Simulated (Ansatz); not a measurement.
# C₄H₄: a rigid scan of the angle H8–C4–H7

An exercise on one series of results from a longer session: the logs are not shown, and one member is left open.

Method: single points in def2-TZVPP; program: Ansatz 0.2.0, Gaussian basis.

Levels: PBE-D4, r2SCAN-D4, PBE0-D4, B3LYP-D4, wB97M-V, Hartree-Fock, MP2, CCSD, CCSD(T). The scan takes 99.8, 104.3, 108.8, 113.3, 117.8, 122.3, 126.8, 131.3, 135.8°.

Correlated methods freeze the cores. B3LYP uses VWN-RPA correlation.

26 further runs of the same task are left out: 26 set aside as unsound or not needed.

### Where the work starts

The minimum, relaxed at PBE0-D4: SMILES `C#CC=C`, 8 atoms, charge 0, spin multiplicity 1.

Atoms are counted from 1 here; the program's logs count them from 0.

Bond lengths: C1–C2 1.203 Å, C1–H5 1.064 Å, C2–C3 1.418 Å, C3–C4 1.332 Å, C3–H6 1.087 Å, C4–H7 1.083 Å, C4–H8 1.083 Å. Angles: C2–C1–H5 179.5°, C1–C2–C3 178.4°, C2–C3–C4 124.2°, C2–C3–H6 116.0°, C4–C3–H6 119.8°, C3–C4–H7 120.7°, C3–C4–H8 121.5°, H7–C4–H8 117.8°.

As a file:

```xyz
8

C    -1.0764    1.5763   -0.8999
C    -0.3315    0.8302   -0.3204
C     0.5673   -0.0185    0.3740
C     0.4573   -1.3449    0.4239
H    -1.7402    2.2291   -1.4152
H     1.3879    0.4752    0.8883
H     1.1773   -1.9396    0.9721
H    -0.3495   -1.8649   -0.0785
```

Energies of the minimum (eV), from earlier single points: PBE-D4 -4206.54637, r2SCAN-D4 -4209.46232, PBE0-D4 -4206.85446, B3LYP-D4 -4212.57536, wB97M-V -4210.20786, CCSD(T) -4202.70732.

At the minimum the angle H8–C4–H7 is 117.8°.

Set-up of the first run:

Input file ccsdt-tzvpp/in.yaml:

```yaml
crystal:
  periodic: [false, false, false]
  atoms:
    - {symbol: C, position_ang: [-1.076386, 1.576261, -0.899896]}
    - {symbol: C, position_ang: [-0.331549, 0.830154, -0.320368]}
    - {symbol: C, position_ang: [0.567331, -0.018484, 0.374039]}
    - {symbol: C, position_ang: [0.457278, -1.344944, 0.423916]}
    - {symbol: H, position_ang: [-1.740220, 2.229112, -1.415248]}
    - {symbol: H, position_ang: [1.387942, 0.475172, 0.888325]}
    - {symbol: H, position_ang: [1.177336, -1.939587, 0.972100]}
    - {symbol: H, position_ang: [-0.189821, -2.132014, 0.055873]}
basis:
  gaussian: {orbitals: def2-TZVPP}
correlation: {method: ccsd_t}
```

The command line of these runs was not kept.

Among the steps run: H8–C4–H7 = 99.8°; H8–C4–H7 = 104.3°; H8–C4–H7 = 108.8°; H8–C4–H7 = 113.3°; H8–C4–H7 = 117.8°; H8–C4–H7 = 122.3°; H8–C4–H7 = 126.8°; H8–C4–H7 = 131.3°; H8–C4–H7 = 135.8°.

One table of the session follows, with a row left open; its other results are not shown here.

Energies less that of the minimum at the same level (meV):

| angle (°) | PBE-D4 | PBE0-D4 | B3LYP-D4 | wB97M-V | Hartree-Fock |
| --- | --- | --- | --- | --- | --- |
| 99.8 | 273 | 289 | 287 | 292 | 327 |
| 104.3 | 154 | 164 | 161 | 166 | 184 |
| 108.8 | 68 | 73 | 71 | 75 | 82 |
| 113.3 | 17 | 19 | 17 | 19 | 20 |
| 117.8 | 0 | 0 | 0 | 0 | 0 |
| 117.8 (minimum) | 0 | 0 | 0 | 0 | 0 |
| 122.3 | 19 | 18 | 20 | 17 | 23 |
| 126.8 | ? | ? | ? | ? | ? |
| 131.3 | 167 | 169 | 177 | 166 | 200 |
| 135.8 | 298 | 305 | 316 | 301 | 357 |

Q: Estimate the row for angle (°) = 126.8 from the others.

Worked estimate for «PBE-D4». A straight line through the neighbours (122.3, 19) and (131.3, 167) gives 19 + (167 − 19) × (126.8 − 122.3) / (131.3 − 122.3) = 93; a parabola fitted to 4 rows on both sides gives 74.

As computed: PBE-D4: 74; PBE0-D4: 74; B3LYP-D4: 79; wB97M-V: 72; Hartree-Fock: 89. In «PBE-D4» the line misses by +19 and the parabola by +0.

Limits of these values: A polynomial through the near points puts the CCSD(T) minimum at the PBE0-D4 value.
